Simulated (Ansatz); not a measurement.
# What each rung costs, and what it gives

Saddle point of SiNH₆F, singlet (SiNH₅ ([NH2][SiH3]) + HF → SiNH₄F ([NH2][SiH2][F]) + H₂; bonds formed: Si1–F7, H2–H6; bonds broken: Si1–H2, H6–F7), PBE0-D4/def2-TZVP structure:

```
9
angstrom
Si -0.2754 -0.4261 0.1705
H 1.2339 -1.1502 0.4426
H -0.5843 -1.5974 -0.7074
H -1.0871 -0.6243 1.3876
N -0.4678 0.8509 -0.9172
H 1.3453 -0.3105 0.9242
F 0.8809 0.7509 1.2537
H -0.8081 0.7020 -1.8500
H -0.2372 1.8048 -0.7039
```

Barriers are electronic and count from the start structure reached by relaxing down the imaginary mode.

Program: Ansatz 0.2.0. Basis: as named in each row. Cores are frozen in the correlated methods. B3LYP uses VWN-RPA correlation. Extrapolation: Hartree–Fock as exp(−7.88 √X), correlation as X^−2.97.

Times are rough, for one single point on 2 threads of a shared host (Arm Neoverse V1).

The estimate by CCSD(T) at an estimated basis limit (MP2 extrapolated from triple and quadruple zeta, plus CCSD(T) − MP2 in triple zeta) is 28.32 kcal/mol.

```csv
method,basis,time (s),barrier (kcal/mol),method less estimate
HF,STO-3G,under 1,77.43,49.11
PBE-D4,STO-3G,under 1,22.23,-6.10
SPW92,def2-SVP,under 1,10.82,-17.50
PBE0-D4,def2-SVP,under 1,22.85,-5.47
PBE-D4,def2-SVP,under 1,17.89,-10.43
B3LYP-D4,6-31G,1,27.84,-0.48
SPW92,def2-TZVPP,1,14.34,-13.99
CCSD(T),def2-SVP,2,30.44,2.12
PBE-D4,def2-TZVPP,2,21.19,-7.14
BLYP-D4,def2-TZVPP,2,24.12,-4.21
PBE0-D4,def2-TZVPP,2,25.09,-3.23
BHLYP-D4,def2-TZVPP,2,30.73,2.40
CAM-B3LYP-D4,def2-TZVPP,2,26.38,-1.94
B3LYP-D4,def2-TZVPP,3,26.71,-1.61
r2SCAN-D4,def2-TZVPP,3,22.35,-5.97
wB97M-V,def2-SVP,4,22.92,-5.41
RPA on PBE,def2-TZVPP,4,28.77,0.45
r2SCAN0-D4,def2-TZVPP,4,25.54,-2.78
B2PLYP,def2-TZVPP,4,27.53,-0.79
PBE-QIDH,def2-TZVPP,4,27.38,-0.94
B97M-V,def2-TZVPP,8,25.54,-2.78
wB97X-V,def2-TZVPP,8,26.68,-1.64
wB97M-V,def2-TZVPP,8,25.81,-2.51
MP2,def2-QZVPP,15,27.03,-1.30
CCSD(T),def2-TZVPP,45,29.12,0.80
```

All methods are single points on the PBE0-D4 structures.

The T1 diagnostic stays at or below 0.013.

Labels in which every atom is bracketed show which atoms are joined, not bond orders.
